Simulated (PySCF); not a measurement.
Calculation: B3LYP-D3(BJ)/def2-TZVP in PySCF. Isolated molecules, 0 K electronic values unless said otherwise. B3LYP has the VWN-RPA correlation part, as in Gaussian. 

Reference species (SMILES): `C=CC#N` (neutral, multiplicity 1).

```
Quantity    Result
--------  --------
LUMO      -1.94 eV
HOMO      -8.23 eV
```

Changed species: `[H]/N=C\C#C`.

Predict the effect on the LUMO and HOMO.

the LUMO rises by 0.13 eV, to -1.81 eV; the HOMO goes up by 0.31 eV, to -7.92 eV.
